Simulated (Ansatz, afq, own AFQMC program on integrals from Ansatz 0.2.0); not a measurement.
C$_{2}$H$_{7}$Si, doublet in def2-TZVP, levels against AFQMC with the constraint released

```xyz
10

C    -1.4869   -0.3321   -0.1314
C    -0.2155   -0.5870    0.6723
Si    1.3676    0.1226   -0.0867
H    -1.4143   -0.7474   -1.1492
H    -1.6939    0.7450   -0.2328
H    -2.3654   -0.7925    0.3476
H    -0.3092   -0.1784    1.6932
H    -0.0486   -1.6729    0.7999
H     1.6003   -0.3957   -1.4749
H     2.5643   -0.1692    0.7672
```

Basis def2-TZVP. Noble-gas cores (and the filled d shells of Ga–Kr and In–Xe) are frozen. Integrals, coupled cluster, full CI and functionals: Ansatz 0.2.0; the random walks run on the same integrals in our own AFQMC program. ph-AFQMC/CISD is guided by a CISD state made of CCSD amplitudes; releasing the constraint for a short imaginary time cuts its bias at the price of noise, slowly where states lie close. Uncertainties: one standard error, sampling alone.

Determinant: UHF, the one that the program's search chose, which needn't be the lowest solution. The geometry is a PBE0/def2-SVP stationary point of this or a neighbouring charge and spin state.

No full CI on the walks' own integrals is used here. The released AFQMC energy serves as the reference, which it does only where one determinant dominates, the energy is flat over the last release times and near the phaseless one (40 meV or 2 meV an electron, half that with transition metals). On small molecules, where full CI could be run and the noise was under 10 meV, such values lay within 10 meV of it in 19 cases of 20, a flattering rate, since the rule was set on those same cases; what remains of the bias isn't in the error bar.

Cautions: the released value is read at 1.50 1/Eh with a noise of 12 meV, more than in the cases checked (meV from the phaseless value at times in 1/Eh: -12 ± 8 at 0.24, 4 ± 7 at 0.51, -2 ± 9 at 0.99, -2 ± 12 at 1.50).

* T1 diagnostic: 0.0119
* weight of the determinant in the CISD state: 0.825
* ⟨S²⟩ of the determinant: 0.754
* size of the correlated space: 19 electrons in 134 orbitals

| level | correlation energy (eV) |
| --- | --- |
| MP2 | -12.1088 |
| CCSD | -13.4445 |
| CCSD(T) | -13.9263 |

Question: Estimate where AFQMC with the constraint released lies against CCSD(T) on the same integrals.

Answer: 45.6 ± 11.5 meV below CCSD(T).

Reference: AFQMC with the constraint released, correlation energy -13.972 ± 0.012 eV.

| level | E − E(reference) (meV) | share of correlation (%) |
| --- | --- | --- |
| CCSD(T) | 45.6 ± 11.5 | 99.67 |
| ph-AFQMC/CISD | 2.0 ± 13.5 | 99.99 |

Released energies are given only where the last usable release times agree within the noise; a slower fall can still hide under it.
